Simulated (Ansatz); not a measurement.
# Structure relaxation of Cd

Level of theory: Ansatz, DFT r2SCAN, scalar-relativistic, plane waves, PAW.

Cd was placed on the omega structure type (P6/mmm, No. 191), at a guessed volume.

Input of the last, converged step (default PAW datasets):

```yaml
crystal:
  lattice:
    - [4.9598690547, 0.0, 0.0]
    - [-2.4799345274, 4.2953726008, 0.0]
    - [0.0, 0.0, 3.1556419582]
  atoms:
    - { symbol: Cd, position: [0.0, 0.0, 0.0] }
    - { symbol: Cd, position: [0.3333333333, 0.6666666667, 0.5] }
    - { symbol: Cd, position: [0.6666666667, 0.3333333333, 0.5] }
basis:
  ecutwfc: 500
kpoints:
  mp_grid: { grid: [12, 12, 14] }
hamiltonian:
  xc: r2scan
scf:
  occupations: { method: gaussian, width: 0.1 }
output:
  forces: true
  stress: true
  eigenvalues: true
relax:
  adjacent_minimum: "off"
  f_tol: 0.01
  max_steps: 80
  cell: { stress_tol: 0.05 }
```

It can be run as:

```bash
ansatz run input.yaml --threads 1 --pin off --backend cpu --events-out ev --progress --plain --runs-dir out  # memory cap (--max-ram) not shown
```

End of the output:

```
SCF converged after 5 iterations
Free energy (F): -24804.262960 eV
Harris-Foulkes:  -24804.262960 eV  (|F-HF|=0.00e0)
Internal energy: -24804.259323 eV  (E = F + TS)
E sigma→0 (E₀):  -24804.261142 eV
Entropy (-TS):   -0.003638 eV (-1.213 meV/atom)
Fermi energy:    14.043482 eV
--- Per-component energies (eV) ---
  E_band       = -1292.255887
  E_kinetic    = 1516.485586
  E_local      = -8991.039353  (includes V_loc(G=0)·N_el)
  E_nonlocal   = 98.563627
  E_hartree    = 4224.101710
  E_xc         = -506.198782
  E_vxc        = -740.601051  (∫ρ·V_xc dr)
  E_paw        = -12313.781200  (= ΣΔE_a)
  E_vpaw       = -1676.750030  (= ΣTr[D̂ρ^β])
  E_aug_tail   = 0.000017  (compensation charges beyond the density's cutoff)
  E_vtau       = 52.881987  (kinetic-family band-sum trace: ∫τ·v_τ [+ j·A + Jᵃ·Aᵃ] dr)
  E_ewald      = -8830.696616
  E_core_change = -1.694312  (= ΣΔE_core)
  E_smearing   = -0.003638  (= −TS)
  E_closure    =  0.000000  (closes the sum)
  Σ components = -24804.262960   (vs F -24804.262960, Δ=0.00e0)
--- Forces (eV/Å), atoms counted from 1 ---
  atom   1  Cd     0.00000000     0.00000000     0.00000000
  atom   2  Cd     0.00000000     0.00000000     0.00000000
  atom   3  Cd     0.00000000     0.00000000     0.00000000
  max |Σ_I F_I| component: 9.25e-18 eV/Å
--- Stress (GPa, compression-positive) ---
       -0.029973       0.000000       0.000000
        0.000000      -0.029973       0.000000
        0.000000       0.000000      -0.045282
  P = ⅓ Tr σ = -0.0351 GPa (-0.351 kbar)
--- Relaxed structure (1 steps of the walk, 1 accepted, 1 SCFs on fresh bases) ---
  F+E_penalty+E_count = -24804.26296038 eV   max|allowed force component| = 1.349e-17 eV/Å   (the final SCF, on the basis selected at the relaxed cell)
  cell:  # Å, volume = 67.2293 Å³
    - [4.959869, 0.000000, 0.0]
    - [-2.479935, 4.295373, 0.0]
    - [0.0, 0.0, 3.155642]
  atoms:
    - { symbol: Cd, position: [0.0, 0.0, 0.0] }
    - { symbol: Cd, position: [0.333333, 0.666667, 0.5] }
    - { symbol: Cd, position: [0.666667, 0.333333, 0.5] }
```

Total energies depend on the potentials used, so only differences within one code and one set of settings carry meaning.

The result has space group P6/mmm (No. 191). Cd on Wyckoff site a (1 atom of the primitive cell) has 14 Cd at 3.16–3.27 Å; Cd on Wyckoff site d (2 atoms of the primitive cell) is coordinated by 3 Cd at 2.86 Å and 8 Cd at 3.16–3.27 Å.

It lies 0.09 eV/atom above the element's standard state at the same level.

For metals, differences of a few meV/atom aren't resolved.

Symmetry constrained the relaxation, so the result can be a saddle point.